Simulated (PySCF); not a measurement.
Compound: C4H5Cl.
Atom-mapped SMILES: `[CH3:1][C:2]1=[C:3]([Cl:4])[CH2:5]1` (hydrogens: H6, H7, H8 on C1; H9, H10 on C5)

Structure used (PBE0-D3(BJ)/def2-SVP), in Å, numbered top down from 1:
```xyz
10
C4H5Cl angstrom
C     -1.504   -0.036   -0.145
C     -0.046    0.112   -0.045
C      1.073    0.745   -0.204
Cl     1.905    2.122   -0.726
C      1.227   -0.606    0.383
H     -1.762   -0.862   -0.828
H     -1.974    0.885   -0.518
H     -1.939   -0.284    0.836
H      1.453   -0.719    1.457
H      1.620   -1.434   -0.232
```

The calculation used MP2 and CCSD/aug-cc-pVDZ in PySCF, restricted Hartree–Fock reference, frozen core, non-relativistic, gas phase, PBE0-D3(BJ)/def2-SVP geometry.

E(HF) = -613.80494 Eh.

**Question.** How large is the problem?

**Answer.** 164 basis functions and 46 electrons; 9 orbitals frozen, which leaves o = 14 correlated occupied and v = 141 virtual orbitals. That is o·v = 1974 singles and o·v(o·v + 1)/2 = 1949325 distinct closed-shell doubles amplitudes before symmetry; the costliest CCSD step grows as o²v⁴ = 7.7 × 10^10.

**Question.** What are the MP2 and CCSD correlation energies?

**Answer.** MP2 -0.7062 Eh and CCSD -0.7498 Eh, which gives totals of -614.51112 and -614.55471 Eh. That is 0.729 eV for each correlated electron at CCSD (1969 kJ/mol in all, 0.122 % of the total energy); MP2 gives 94.2 % of the CCSD value.

**Question.** What is the T1 diagnostic?

**Answer.** 0.0103, below the customary warning level of 0.02. It is the norm of the spatial-orbital singles amplitudes over the root of the number of correlated electrons, so the norm is 0.055.

**Question.** How does correlation change the dipole moment?

**Answer.** HF gives 1.92 D and CCSD (unrelaxed density) 1.73 D, a change of -0.19 D.

No triples correction and no basis-set extrapolation were made.

The job also held the EOM ionisation roots. Time: 5.7 min of wall time; peak memory 3.0 GiB. Hardware: one thread, Arm Neoverse V1 (aarch64), no GPU, shared host with 32 logical CPUs at a one-minute load of 11.
